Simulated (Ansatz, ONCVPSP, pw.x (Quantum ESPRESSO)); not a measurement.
## From atom to crystal: ONCV potential for Mo

ONCVPSP 4.0.1.1 (patched build) input, shortened (lines: element, Z, core and valence counts, functional; n l f; lmax; l rc ep ncon nbas qcut; lloc lpopt rc5 dvloc0; l nproj debl; icmod fcfact rcfact), PBE, scalar-relativistic:

```
  Mo 42.00    6    4        4      upf
    1    0    2.00
    2    0    2.00
    2    1    6.00
    3    0    2.00
    3    1    6.00
    3    2   10.00
    4    0    2.00
    4    1    6.00
    4    2    5.00
    5    0    1.00
    2
    0    1.68    0.00    4    8    7.20
    1    1.32    0.00    4    9   10.70
    2    2.38    0.00    3    8    6.40
    4    5    1.32    3.00
    0    2    2.40
    1    2    3.60
    2    2    3.70
    1    0.55    0.00
```

Atomic tests: cutoffs needed: 36 Ha and 43 Ha (the cutoffs (Ha) at which the residual kinetic energy of the hardest occupied pseudo-wave falls to 1 and 0.1 mHa per electron); ghost test: no bound ghost flagged; no localised positive-energy state flagged; largest excitation error: +42 meV (all-electron minus pseudo) for 4s2 4p6 4d3 5s0, out of 4 test configurations.

Crystal test: bcc Mo in pw.x 7.5, no spin, 15³ k-points, Fermi–Dirac smearing 0.01 Ry, cutoffs 100/400 Ry. The reference is all-electron LAPW (Ansatz 0.2.0) with the same functional, mesh and smearing; V0 and B0 come from Birch–Murnaghan fits to the pressures at five volumes. Errors are pseudo minus all-electron; Δ is the rms difference of the E(V) curves that follow from these fits, minima aligned, over ±6 % about the mean V0. Mesh and smearing are coarse, so the numbers serve the comparison and aren't converged zero-temperature values; the lattice is a test structure that the element need not adopt.

All-electron: a0 = 3.162 Å (V0 = 15.80 Å³/atom), B0 = 259.2 GPa.

Question: How far does the potential miss the all-electron equation of state?

Answer: mean pressure error (GPa): +0.75; a0 (Å): 3.165; a0 error (%): +0.10; B0 error (%): -0.0; Δ (meV/atom): 2.6.

```
V (Å³/atom)  P all-electron (GPa)  P pseudo (GPa)
     15.012                 14.82           15.69
     15.407                  6.93            7.77
     15.802                 -0.00            0.75
     16.197                 -6.08           -5.38
     16.592                -11.41          -10.83
```

Question: At the middle volume, how do free energy and pressure move when the wave cutoff is lowered (ecutrho kept at four times it)?

Answer:

```tsv
cutoff (Ry)	shift of F (meV/atom)	shift of P (GPa)
45	+2519.2	-14.32
60	+707.6	-33.75
80	+57.9	-4.09
```

The run at the middle volume (120 k-points, 8 iterations) took about 77 s on one core of a shared host (Neoverse-N1, 64 threads, 124 GiB, load 57).
